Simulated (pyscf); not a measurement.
Br–B(Br)–Br (SMILES BrB(Br)Br) + H₂O (SMILES O) → HBr (SMILES Br) + HO–B(Br)–Br (SMILES OB(Br)Br), a four-centre exchange (singlet surface; B–Br, H–O broken, Br–H, B–O formed). Structures and frequencies: ωB97X-D3(BJ)/def2-SVP in PySCF. Energies in kcal/mol from the separated reactants.

Small-basis levels: PySCF, no dispersion term, spherical d functions. 

Problem. In single points HF/6-31G*+LANL2DZ puts the saddle at 23.4 kcal/mol and the reaction energy at -20.1 kcal/mol. Should these be trusted to within a few kcal/mol? Compare with ωB97M-D3(BJ)/def2-TZVP.

Solution. ωB97M-D3(BJ)/def2-TZVP gives ΔE‡ = 7.0 kcal/mol and ΔE = -18.4 kcal/mol. HF/6-31G*+LANL2DZ lies 16.5 kcal/mol over it in the barrier and 1.7 kcal/mol under it in the reaction energy, so on this step it does not hold to within 3.0 kcal/mol. ωB97M-D3(BJ)/def2-TZVP has limits of its own. On the reactant side the descent ends in an adduct with a B–O contact, 11.1 kcal/mol under the separated species and 19.1 kcal/mol under the saddle at ωB97X-D3(BJ)/def2-TZVP. What is counted as formed (B–O) is already present as a longer contact in the reactant adduct; forming that adduct is a step of its own. One saddle was located; it need not be the lowest between these sides. In the def2 sets elements up to Kr have no core potential.
